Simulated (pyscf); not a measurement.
HO–PH–OH -> O=P–OH + hydrogen (H₂), an elimination (singlet surface; H–O, H–P broken, H–H formed). Single points on ωB97X-D3(BJ)/def2-SVP structures (PySCF, gas phase). Energies in kcal/mol from the reactant's lowest minimum found.

Small-basis levels: PySCF, no dispersion term, spherical d functions. 

Task: Quick HF/3-21G single points give ΔE‡ = 99.9 kcal/mol and ΔE = +30.4 kcal/mol. What does ωB97M-D3(BJ)/def2-TZVP give, and how far is the quick result from it?

Result: ωB97M-D3(BJ)/def2-TZVP gives ΔE‡ = 56.6 kcal/mol and ΔE = +8.5 kcal/mol. HF/3-21G lies 43.4 kcal/mol over it in the barrier and 22.0 kcal/mol over it in the reaction energy, so on this step it does not hold to within 3.0 kcal/mol. ωB97M-D3(BJ)/def2-TZVP has limits of its own. On the reactant side the descent ends in a point that may be a rotor saddle (no frequency run), 1.1 kcal/mol over the lowest minimum found and 57.7 kcal/mol under the saddle at ωB97X-D3(BJ)/def2-TZVP. At the saddle there is also a short H–P contact that neither side keeps. At ωB97X-D3(BJ)/def2-TZVP the barrier from the zero used here is 58.8 kcal/mol. The same reactants have a lower exit, to O=PH + H₂O (barrier +42.4 kcal/mol at ωB97M-D3(BJ)/def2-TZVP, against +56.6 kcal/mol here). One saddle was located; it need not be the lowest between these sides.
